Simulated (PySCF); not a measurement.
1,4-dioxin, C4H4O2.
Atom-mapped SMILES: `[CH:1]1=[CH:2][O:3][CH:4]=[CH:5][O:6]1` (hydrogens: H7 on C1; H8 on C2; H9 on C4; H10 on C5)

Structure used (PBE0-D3(BJ)/def2-SVP), in Å, numbered top down from 1:
```xyz
10
C4H4O2 angstrom
C      1.1262    0.6470   -0.2768
C      1.1200   -0.6851   -0.2449
O      0.0048   -1.4372    0.0310
C     -1.1015   -0.6623    0.2767
C     -1.0954    0.6697    0.2450
O      0.0187    1.4217   -0.0365
H      2.0208    1.2272   -0.4978
H      2.0085   -1.2844   -0.4375
H     -1.9947   -1.2427    0.5029
H     -1.9827    1.2694    0.4423
```

Theory: core-valence-separated Tamm–Dancoff BHandHLYP/aug-pcX-1 (pcseg-1 on H) in PySCF, non-relativistic, gas phase, PBE0-D3(BJ)/def2-SVP geometry. The energies are unshifted.

(1) List the carbon K-edge absorption lines.

(2) Give energies, oscillator strengths and core holes at the O K edge.

Answers

(1) 
| E (eV) | f | core hole on | main final orbital | polarisation |
| --- | --- | --- | --- | --- |
| 284.49 | 0.2515 | C1/C2/C4/C5 | LUMO+1 (4 roots, f summed) | out of plane |
| 286.99 | 0.0002 | C1/C2/C4/C5 | LUMO (2 roots, f summed) | – |
| 287.02 | 0.1138 | C1/C2/C4/C5 | LUMO (2 roots, f summed) | in plane |
| 287.83 | 0.0551 | C1/C2/C4/C5 | LUMO+5 (3 roots, f summed) | in plane |
| 287.86 | 0.0006 | C1/C2/C4/C5 | LUMO+5 (48 %) | – |
| 288.86 | 0.0019 | C1/C2/C4/C5 | LUMO+3 (4 roots, f summed) | in plane |

The first line with a tenth or more of the strongest one's intensity is at 284.49 eV (f = 0.251, sum of 4), with the hole on C1/C2/C4/C5 (vinylic carbon bearing oxygen), polarised out of plane: a 1s→π* resonance. It is also the strongest listed.

(2) 
```csv
E (eV),f,core hole on,main final orbital,polarisation
533.96,0.0000,O3/O6,"LUMO+1 (2 roots, f summed)",–
534.22,0.0234,O3/O6,"LUMO+5 (2 roots, f summed)",in plane
535.14,0.0439,O3/O6,"LUMO+7 (2 roots, f summed)",out of plane
535.36,0.0179,O3/O6,"LUMO+3 (2 roots, f summed)",in plane
535.79,0.0018,O3/O6,"LUMO+2 (2 roots, f summed)",in plane
```

The first line with a tenth or more of the strongest one's intensity is at 534.22 eV (f = 0.023, sum of 2), with the hole on O3/O6 (cyclic ether oxygen), polarised in plane. The strongest listed is at 535.14 eV (f = 0.044, sum of 2; O3/O6).

Roots within 0.03 eV whose holes lie on the same, on equivalent or on shared atoms are summed into one line, and the highest roots are left out, as the search may have cut off their partners. Final orbitals are the ground state's empty Kohn–Sham orbitals. A dash: too weak, shared between unlike atoms, or no plane or axis to refer to.

Question: What is the summed oscillator strength of the listed C K lines, and their intensity-weighted mean energy?

Answer: Σf = 0.423 over 6 lines from 284.49 to 288.86 eV; the weighted mean is 285.63 eV. The strongest line holds 59 % of the sum.

The ionisation thresholds weren't computed; near and above them a finite basis only mimics Rydberg series and continuum.

The run took about 22 s of CPU time (one thread, shared machine).
